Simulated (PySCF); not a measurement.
Gas-phase reaction: Al(CH₃)₃ + 2 CH₃Cl → Al(CH₃)Cl₂ + 2 C₂H₆

Method: PySCF energies plus ideal-gas RRHO corrections (1 bar). † marks an energy on the PBE0/def2-TZVP geometry and frequencies; other levels use their own. CCSD(T) freezes the core. All species are closed-shell singlets. B3LYP is the form with VWN-RPA correlation. Al(CH₃)Cl₂: computed as isolated molecules; such fragments, hydroxides, amides, oligomers or adducts are transient or little studied in the gas. CCSD(T) isn't extrapolated to the basis-set limit.

PBE/def2-SVP gives ΔH°(298 K) = -382 kJ.

Task: What do B3LYP/def2-TZVP†, CCSD(T)/def2-SVP†, ωB97M-V/def2-TZVP† give?

Result: B3LYP/def2-TZVP†: -368 kJ; CCSD(T)/def2-SVP†: -413 kJ; ωB97M-V/def2-TZVP†: -369 kJ. For scale, ΔH°(298 K) is -382 kJ at this level, -369 kJ at ωB97M-V/def2-TZVP†, and runs from -420 to -354 kJ over the 18 levels computed († marks an energy on the PBE0/def2-TZVP geometry).
